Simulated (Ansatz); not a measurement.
Cartesian coordinates in Å:
```
O 0.698 -0.521 0.643
N 0.112 -0.152 -0.392
O -0.809 0.674 -0.251
```

Charge -1, multiplicity 1.

Task: List the PBE/def2-TZVPPD orbital energies in eV (Ansatz). (Estimate.)

Result: The calculation gave: Occupied: -503.98, -503.98, -377.52, -22.87, -18.37, -8.23, -5.24, -5.11, -4.63, -0.72, 0.29, 1.40. Lowest empty: 4.33, 5.00, 5.10, 5.80, 5.97, 6.74, 6.80, 7.06.
